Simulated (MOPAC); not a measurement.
MOPAC input (PM6):

```
PM6 FORCE THERMO(298,298) PRECISE LET GEO-OK AUX(PRECISION=9) THREADS=1
C2H5NO

O     0.41691498 1    1.28022677 1    0.29492873 1
C     0.05696340 1    0.14543549 1    0.03369484 1
N     1.02041058 1   -0.84407119 1   -0.18060052 1
C    -1.37745119 1   -0.28065479 1   -0.07842471 1
H     0.80124130 1   -1.79615603 1   -0.39906228 1
H    -1.88473144 1    0.31056373 1   -0.85803165 1
H    -1.53225245 1   -1.33866311 1   -0.31059509 1
H    -1.90783521 1   -0.06392767 1    0.86310585 1
H     1.99910494 1   -0.60972834 1   -0.11713317 1
```

From the last part of the output:

```
     H    9   0.009850   0.014810   4.574964

          HEAT OF FORMATION =     -54.887583 KCALS/MOLE

          ZERO POINT ENERGY      41.612 KCAL/MOL

           NORMAL COORDINATE ANALYSIS (Total motion = 1 Angstrom)

   Root No.       1         2         3         4         5         6         7         8

                 1 A"      2 A"      1 A'      2 A'      3 A"      4 A"      3 A'      4 A'

                 100.3     400.5     405.6     498.6     518.7     641.7     976.1    1002.7

           1    0.0000    0.0000    0.0532    0.0091    0.0000   -0.0000    0.0380    0.0167
           2   -0.0000    0.0000   -0.0178    0.1178   -0.0000    0.0000    0.0012   -0.0111
           3    0.0223   -0.0006   -0.0000    0.0000    0.0240   -0.0417   -0.0000    0.0001
           4    0.0000    0.0000    0.0554    0.0126   -0.0000    0.0000    0.0305    0.0054
           5   -0.0000   -0.0000    0.0120   -0.0703    0.0000   -0.0000   -0.0241   -0.0128
           6    0.0046    0.0523   -0.0000   -0.0000   -0.0841    0.0880   -0.0000    0.0000
           7   -0.0000    0.0000   -0.0342   -0.0654   -0.0000    0.0000   -0.0098    0.0306
           8    0.0000    0.0000    0.0616   -0.0272    0.0000   -0.0000   -0.0808    0.0030
           9   -0.0227   -0.0773   -0.0000    0.0000   -0.0182   -0.0317   -0.0000    0.0000
          10   -0.0000   -0.0000   -0.0471    0.0531    0.0000   -0.0000   -0.0300   -0.0699
          11   -0.0000   -0.0000   -0.0545   -0.0486    0.0000   -0.0000    0.1064   -0.0009
          12    0.0003   -0.0049    0.0000   -0.0000    0.0129    0.0109    0.0001   -0.0001
          13   -0.0000    0.0001   -0.0456   -0.0825   -0.0000    0.0000   -0.0267    0.0127
          14    0.0000   -0.0001    0.1653    0.1138    0.0000   -0.0000    0.0675    0.1438
          15   -0.0480    0.5721    0.0000    0.0000    0.0347   -0.2357    0.0000    0.0000
          16    0.2044   -0.0280   -0.1276    0.1076    0.0717   -0.0621   -0.1387    0.1262
          17    0.1421    0.0579   -0.0329   -0.0630   -0.0965    0.0905    0.1317   -0.0551
          18   -0.1535   -0.0429    0.0029   -0.0024    0.0675   -0.0428   -0.0063   -0.0045
          19    0.0000   -0.0000   -0.0326    0.0447    0.0000   -0.0000   -0.0090   -0.1000
          20   -0.0000   -0.0000   -0.1721    0.0351    0.0000   -0.0000   -0.0490    0.3251
          21    0.2873   -0.0531    0.0000   -0.0000    0.0861   -0.0557    0.0001   -0.0001
          22   -0.2045    0.0280   -0.1276    0.1076   -0.0716    0.0620   -0.1388    0.1263
          23   -0.1421   -0.0579   -0.0329   -0.0630    0.0965   -0.0905    0.1318   -0.0552
          24   -0.1535   -0.0430   -0.0028    0.0023    0.0675   -0.0429    0.0065    0.0042
          25   -0.0000    0.0000   -0.1342   -0.1976   -0.0000    0.0001   -0.1603   -0.0866
          26    0.0000   -0.0000    0.0059   -0.0984   -0.0001   -0.0000   -0.1591   -0.0598
          27   -0.0298    0.0851   -0.0000    0.0000    0.4643    0.3006   -0.0001    0.0001

   Root No.       9        10        11        12        13        14        15        16

                 5 A"      5 A'      6 A'      6 A"      7 A'      8 A'      9 A'     10 A'

                1042.0    1127.7    1218.3    1230.6    1333.1    1400.8    1600.6    1781.9

           1    0.0000   -0.0666    0.0027   -0.0000   -0.0016    0.0096    0.0131   -0.1962
           2    0.0001   -0.0092   -0.0012    0.0000    0.0003   -0.0071    0.0003    0.0002
           3    0.0124   -0.0000   -0.0000    0.0002   -0.0001    0.0000    0.0000    0.0000
           4   -0.0000   -0.0207   -0.0020   -0.0000   -0.0023    0.0148   -0.0098    0.3176
           5    0.0000    0.0080    0.0013    0.0000    0.0058    0.2045    0.0221   -0.0061
           6   -0.0797    0.0000   -0.0000   -0.0052   -0.0000    0.0000    0.0000   -0.0000
           7    0.0001    0.0755   -0.0012    0.0000    0.0002   -0.0304   -0.0307   -0.0346
           8   -0.0000    0.0063   -0.0001   -0.0000   -0.0029   -0.0945   -0.0580   -0.0181
           9    0.0086   -0.0000   -0.0000   -0.0010    0.0001   -0.0000   -0.0000    0.0000
          10   -0.0001    0.0364   -0.0293   -0.0000    0.0450    0.0127    0.0010   -0.0324
          11   -0.0000   -0.0102   -0.0345   -0.0000   -0.0570   -0.0532   -0.0036    0.0140
          12    0.0805    0.0000    0.0001   -0.0352   -0.0000   -0.0000   -0.0000   -0.0000
          13    0.0001    0.0343   -0.0019    0.0000    0.0005   -0.0282   -0.0689    0.0018
          14   -0.0001    0.3418    0.0029   -0.0000    0.0087   -0.0946    0.4306   -0.0456
          15    0.0115    0.0000    0.0000    0.0122    0.0002   -0.0000    0.0000    0.0000
          16   -0.1552   -0.0304    0.1731   -0.2670   -0.2315    0.0925    0.0082    0.0252
          17    0.2687    0.0093    0.2696    0.0201    0.1505   -0.0692   -0.0093   -0.0002
          18   -0.1024    0.0026   -0.2528    0.0364   -0.0667    0.0249    0.0068   -0.0314
          19   -0.0001    0.0479    0.0028    0.0000   -0.0278   -0.0035    0.0005   -0.0060
          20   -0.0001   -0.1391   -0.1266   -0.0001    0.3357    0.0242   -0.0119    0.1124
          21   -0.1432    0.0000    0.0001    0.4015    0.0001   -0.0001   -0.0000    0.0000
          22    0.1550   -0.0304    0.1731    0.2669   -0.2316    0.0925    0.0082    0.0252
          23   -0.2687    0.0093    0.2696   -0.0202    0.1504   -0.0693   -0.0093   -0.0002
          24   -0.1025   -0.0025    0.2530    0.0364    0.0667   -0.0250   -0.0068    0.0313
          25    0.0001   -0.2005   -0.0009    0.0001    0.0028   -0.2101    0.3755    0.1495
          26   -0.0000   -0.1367    0.0014   -0.0000    0.0004   -0.1687    0.1817    0.0873
          27    0.0107   -0.0001   -0.0001    0.0045    0.0001    0.0000   -0.0000    0.0001

   Root No.      17        18        19        20        21

                 7 A"     11 A'     12 A'     13 A'     14 A'

                2678.4    2695.7    2787.5    2822.3    2844.4

           1   -0.0000    0.0001    0.0016    0.0010    0.0018
           2    0.0000   -0.0002   -0.0002   -0.0003    0.0005
           3   -0.0003   -0.0000   -0.0002   -0.0000   -0.0000
           4   -0.0000   -0.0008   -0.0046   -0.0015   -0.0043
           5    0.0000   -0.0025    0.0057   -0.0040    0.0001
           6   -0.0023   -0.0000   -0.0000   -0.0000   -0.0000
           7    0.0000    0.0008    0.0015    0.0153   -0.0545
           8   -0.0000    0.0004    0.0009   -0.0422    0.0032
           9   -0.0002   -0.0001    0.0002    0.0000    0.0000
          10   -0.0000   -0.0407   -0.0140   -0.0012   -0.0024
          11   -0.0000   -0.0255    0.0185    0.0029    0.0007
          12   -0.0545    0.0001    0.0000    0.0000    0.0000
          13    0.0000   -0.0104   -0.0360    0.1407    0.7300
          14   -0.0000   -0.0014   -0.0024    0.0001    0.0758
          15    0.0008   -0.0000    0.0003    0.0000   -0.0000
          16    0.0932    0.0322   -0.0618   -0.0063   -0.0040
          17    0.2753    0.1371   -0.1607   -0.0158   -0.0105
          18    0.3541    0.2063   -0.2301   -0.0222   -0.0142
          19   -0.0000    0.4300    0.3227    0.0271    0.0388
          20   -0.0000    0.0531    0.0526    0.0042    0.0041
          21   -0.0251    0.0001    0.0002    0.0000    0.0000
          22   -0.0933    0.0321   -0.0620   -0.0063   -0.0040
          23   -0.2754    0.1372   -0.1609   -0.0158   -0.0105
          24    0.3541   -0.2060    0.2299    0.0222    0.0142
          25    0.0001   -0.0020    0.0126   -0.3506    0.0472
          26   -0.0000    0.0047   -0.0254    0.6318   -0.1186
          27    0.0005   -0.0001    0.0002    0.0001   -0.0000

           MASS-WEIGHTED COORDINATE ANALYSIS (NORMAL COORDINATES)

   Root No.       1         2         3         4         5         6         7         8

                 1 A"      2 A"      1 A'      2 A'      3 A"      4 A"      3 A'      4 A'

                 100.3     400.5     405.6     498.6     518.7     641.7     976.1    1002.7

           1    0.0000    0.0000    0.3682    0.0507    0.0000   -0.0000    0.2363    0.1289
           2   -0.0000    0.0001   -0.1229    0.6530   -0.0002    0.0002    0.0074   -0.0858
           3    0.1700   -0.0033   -0.0002    0.0002    0.1589   -0.2974   -0.0003    0.0004
           4    0.0000    0.0000    0.3318    0.0604   -0.0000    0.0000    0.1640    0.0364
           5   -0.0000   -0.0000    0.0719   -0.3377    0.0000   -0.0001   -0.1299   -0.0859
           6    0.0307    0.2648   -0.0000   -0.0000   -0.4824    0.5440   -0.0000    0.0000
           7   -0.0000    0.0000   -0.2215   -0.3390   -0.0002    0.0001   -0.0568    0.2210
           8    0.0000    0.0000    0.3982   -0.1409    0.0001   -0.0000   -0.4700    0.0215
           9   -0.1621   -0.4226   -0.0000    0.0001   -0.1127   -0.2115   -0.0002    0.0004
          10   -0.0000   -0.0001   -0.2824    0.2552    0.0002   -0.0001   -0.1614   -0.4681
          11   -0.0000   -0.0000   -0.3267   -0.2334    0.0001   -0.0001    0.5733   -0.0063
          12    0.0023   -0.0247    0.0002   -0.0002    0.0742    0.0673    0.0004   -0.0007
          13   -0.0000    0.0001   -0.0791   -0.1147   -0.0000    0.0000   -0.0416    0.0247
          14    0.0000   -0.0001    0.2869    0.1583    0.0000   -0.0000    0.1054    0.2790
          15   -0.0919    0.8387    0.0000    0.0000    0.0577   -0.4219    0.0000    0.0001
          16    0.3919   -0.0411   -0.2214    0.1497    0.1191   -0.1112   -0.2164    0.2449
          17    0.2724    0.0848   -0.0571   -0.0876   -0.1603    0.1620    0.2055   -0.1069
          18   -0.2943   -0.0630    0.0051   -0.0034    0.1121   -0.0767   -0.0099   -0.0087
          19    0.0000   -0.0000   -0.0566    0.0622    0.0000   -0.0000   -0.0141   -0.1940
          20   -0.0001   -0.0000   -0.2987    0.0488    0.0000   -0.0000   -0.0765    0.6308
          21    0.5508   -0.0779    0.0001   -0.0001    0.1430   -0.0997    0.0001   -0.0002
          22   -0.3919    0.0410   -0.2215    0.1497   -0.1189    0.1111   -0.2165    0.2451
          23   -0.2723   -0.0848   -0.0570   -0.0876    0.1603   -0.1620    0.2056   -0.1071
          24   -0.2943   -0.0630   -0.0048    0.0032    0.1122   -0.0767    0.0102    0.0081
          25   -0.0000    0.0000   -0.2329   -0.2749   -0.0000    0.0001   -0.2502   -0.1680
          26    0.0000   -0.0000    0.0103   -0.1368   -0.0001   -0.0001   -0.2482   -0.1160
          27   -0.0571    0.1247   -0.0001    0.0000    0.7715    0.5380   -0.0001    0.0002

   Root No.       9        10        11        12        13        14        15        16

                 5 A"      5 A'      6 A'      6 A"      7 A'      8 A'      9 A'     10 A'
```
